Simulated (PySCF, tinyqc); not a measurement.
Ways to converge the cycle: SCF convergence aids in the sto-3g basis, for H2O, spin multiplicity 1. Computed by the program tinyqc with PySCF. Command: `OMP_NUM_THREADS=1 python tinyqc.py 113003 113004 out.jsonl`; one thread of a shared host (Intel(R) Xeon(R) Processor @ 2.60GHz), about 0.6 s.

Geometry (angstrom):

| atom | x | y | z |
|---|---|---|---|
| O | 0.0000 | 0.0000 | 0.0000 |
| H | 0.0000 | 1.1050 | 0.8080 |
| H | 0.0000 | -1.1050 | 0.8080 |

lowest restricted solution found by these runs and by PySCF = -74.789434 hartree

RHF with one setting changed at a time; a run stops when the energy changes by less than 1e-09 hartree and the error matrix is below 1e-5. The start is random orbitals. Damping d keeps d of the old density; a shift (hartree) raises the virtual levels; DIIS n extrapolates F over n matrices.

Largest element of the error matrix X^T (FDS - SDF) X:

| iteration | plain | damping 0.3 | damping 0.6 | shift 0.4 | DIIS 3 | DIIS 8 |
|---|---|---|---|---|---|---|
| 1 | 1.1e+01 | 1.1e+01 | 1.1e+01 | 1.1e+01 | 1.1e+01 | 1.1e+01 |
| 2 | 3.2e-01 | 3.5e+00 | 6.7e+00 | 5.9e-01 | 3.2e-01 | 3.2e-01 |
| 3 | 1.6e-01 | 1.1e+00 | 4.1e+00 | 2.1e-01 | 1.6e-01 | 1.6e-01 |
| 4 | 7.7e-02 | 3.4e-01 | 2.5e+00 | 1.7e-01 | 5.8e-02 | 5.8e-02 |
| 5 | 3.6e-02 | 1.1e-01 | 1.5e+00 | 1.3e-01 | 2.2e-02 | 1.9e-02 |
| 6 | 1.8e-02 | 3.7e-02 | 9.2e-01 | 8.9e-02 | 8.3e-03 | 6.9e-03 |
| 8 | 7.2e-03 | 1.6e-02 | 3.4e-01 | 4.3e-02 | 9.7e-04 | 6.5e-04 |
| 10 | 3.3e-03 | 9.4e-03 | 1.2e-01 | 2.3e-02 | 2.2e-04 | 6.2e-05 |
| 14 | 6.8e-04 | 3.3e-03 | 1.6e-02 | 9.2e-03 | 1.6e-05 | - |
| 20 | 6.4e-05 | 6.9e-04 | 6.1e-03 | 2.3e-03 | - | - |
| 30 | - | 5.2e-05 | 1.5e-03 | 2.3e-04 | - | - |
| 45 | - | - | 1.8e-04 | - | - | - |
| 60 | - | - | 2.2e-05 | - | - | - |

How each run ends:

| run | iterations | E (hartree) | state |
|---|---|---|---|
| plain | 25 | -74.78943 | lowest found |
| damping 0.3 | 37 | -74.78943 | lowest found |
| damping 0.6 | >60 | -74.78943 | falls steadily but slowly, by a factor of about 0.87 a step |
| shift 0.4 | 44 | -74.78943 | lowest found |
| DIIS 3 | 15 | -74.78943 | lowest found |
| DIIS 8 | 12 | -74.78943 | lowest found |

5 of 6 runs reach the lowest restricted solution found, in 12 to 44 iterations (fastest: DIIS 8). Not converged: damping 0.6. Plain steps already contract here, so damping only slows them. DIIS 3 and DIIS 8 gain by cancelling the error over several earlier matrices, much as a quasi-Newton step does. The restricted reference is unstable here: a spin-polarised solution lies 0.0199 hartree lower (PySCF), so results built on it describe a poor reference.
